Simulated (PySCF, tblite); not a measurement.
Breaking a bond: BeH, doublet.

GFN2-xTB, 300 K electronic temperature (tblite); UCCSD(T) = CCSD(T) on UHF/6-31G run with PySCF 2.14.0.

Energies relative to the lowest point of each curve near equilibrium, in kcal/mol:

```json
[
 {"R / Å": "1.10", "GFN2-xTB": "9.5"},
 {"R / Å": "1.21", "GFN2-xTB": "1.7"},
 {"R / Å": "1.28", "GFN2-xTB": "0.1"},
 {"R / Å": "1.39", "GFN2-xTB": "0.7"},
 {"R / Å": "1.45", "GFN2-xTB": "2.1"},
 {"R / Å": "1.48", "GFN2-xTB": "2.9"},
 {"R / Å": "1.57", "GFN2-xTB": "6.0"},
 {"R / Å": "1.84", "GFN2-xTB": "17.5"},
 {"R / Å": "2.46", "GFN2-xTB": "47.0"},
 {"R / Å": "2.72", "GFN2-xTB": "57.9"},
 {"R / Å": "2.96", "GFN2-xTB": "65.9"},
 {"R / Å": "3.34", "GFN2-xTB": "74.0"}
]
```

Estimate the UCCSD(T) values at these points.

1.10: 17.7; 1.21: 5.4; 1.28: 1.7; 1.39: 0.0; 1.45: 0.6; 1.48: 1.3; 1.57: 4.0; 1.84: 16.0; 2.46: 34.5; 2.72: 35.9; 2.96: 36.1; 3.34: 35.9 (kcal/mol).

The unrestricted determinant behind UCCSD(T) is spin-contaminated at 2.04 to 5.45 Å (<S²> up to 1.0, against 0.75 for a pure doublet).
